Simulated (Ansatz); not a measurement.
# BSiH₅ (triplet): from Hartree-Fock to the top rungs, cc-pVDZ

The task here is to estimate one member of a computed series from the others.

Computed with Ansatz 0.2.0, Gaussian basis. Level: cc-pVDZ, core rule «outside noble gas», up to 6 orbitals frozen.

Plan: UHF; CCSD(T) on ROHF; CCSD(T) on UHF; BCCD(T) on ROHF; CISD as a restricted active space (open shells left free, so some higher excitations enter); CCSDT(Q) on ROHF; CCSDT(Q) on UHF; CASSCF and NEVPT2, 10 electrons in 10 orbitals.

23 further runs of the same task are left out: 10 that didn't finish, 13 set aside as unsound or not needed. Runs told in other sessions of the task aren't counted.

**The geometry**

The geometry is a PBE0/def2-TZVP stationary point (not a proven minimum).

7 atoms, charge 0, spin multiplicity 3.

Atoms are counted from 1 here; the program's logs count them from 0.

Bond lengths: Si1–B2 2.095 Å, Si1–H3 1.484 Å, Si1–H4 1.484 Å, Si1–H5 1.485 Å, B2–H6 1.205 Å, B2–H7 1.205 Å. Angles: B2–Si1–H3 106.7°, B2–Si1–H4 106.7°, B2–Si1–H5 110.0°, H3–Si1–H4 112.0°, H3–Si1–H5 110.6°, H4–Si1–H5 110.6°, Si1–B2–H6 89.3°, Si1–B2–H7 89.3°, H6–B2–H7 131.0°.

Geometry (Å):

```xyz
7

Si   -0.0183    0.0000    0.5801
B     0.1280    0.0000   -1.5103
H     0.6619   -1.2307    1.0551
H     0.6619    1.2307    1.0551
H    -1.4460    0.0000    0.9891
H    -0.3709   -1.0966   -1.5314
H    -0.3709    1.0966   -1.5314
```

Set-up of the first run:

in.yaml

```yaml
crystal:
  periodic: [false, false, false]
  atoms:
    - {symbol: Si, position_ang: [-0.018261, 0.000000, 0.580059]}
    - {symbol: B, position_ang: [0.127982, -0.000001, -1.510314]}
    - {symbol: H, position_ang: [0.661937, -1.230696, 1.055108]}
    - {symbol: H, position_ang: [0.661938, 1.230696, 1.055107]}
    - {symbol: H, position_ang: [-1.445963, 0.000001, 0.989065]}
    - {symbol: H, position_ang: [-0.370895, -1.096559, -1.531404]}
    - {symbol: H, position_ang: [-0.370894, 1.096559, -1.531405]}
basis:
  gaussian: {orbitals: cc-pVDZ}
magnetization: {spin_polarized: true, initial_magnetization: 2}
hamiltonian: {xc: hf}
output: {orbitals: {seedname: orbitals}}
```

Started as:

```bash
ansatz run in.yaml --threads 1 --pin off --events-out ev --progress --plain --max-ram 2393MiB
```

Steps of the session up to this table: UHF; CCSD(T) on ROHF; CCSD(T) on UHF; BCCD(T) on ROHF; CISD as a restricted active space (open shells left free, so some higher excitations enter); CCSDT(Q) on ROHF; CCSDT(Q) on UHF; CASSCF and NEVPT2, 10 electrons in 10 orbitals.

One of the session's tables, all rows but one given; the rest of the session is left out.

It belongs to the step «Misses and costs». 

| method | from UCCSDT(Q) (kJ/mol) |
| --- | --- |
| ROHF | +613.8 |
| UHF | +604.6 |
| RMP2 | +134.3 |
| UMP2 | +134.4 |
| CISD | +63.8 |
| RCCSD | +16.9 |
| UCCSD | +16.8 |
| RCCSD(T) | +3.5 |
| UCCSD(T) | +3.5 |
| BCCD(T) | +3.5 |
| RCCSDT | +0.5 |
| UCCSDT | +0.4 |
| RCCSDT(Q) | +0.1 |
| UCCSDT(Q) | 0 |
| CASSCF frontier | +479.0 |
| NEVPT2 frontier | ? |

Estimate the missing values for NEVPT2 frontier.

The run gave: from UCCSDT(Q) (kJ/mol): +129.6. In the column «from UCCSDT(Q) (kJ/mol)» it lies between CISD (+63.8) and RMP2 (+134.3).

With the free atoms at the same levels and basis (separate runs), the atomisation energy is 16.744 eV at UCCSDT(Q), 16.730 eV at RCCSD(T), 16.729 eV at UCCSD(T), 13.981 eV at ROHF.

Limits of these values: Restricted and unrestricted rows rest on different reference determinants; a gap between their highest levels can come from leftover correlation error, from unlike frozen cores or from another state.
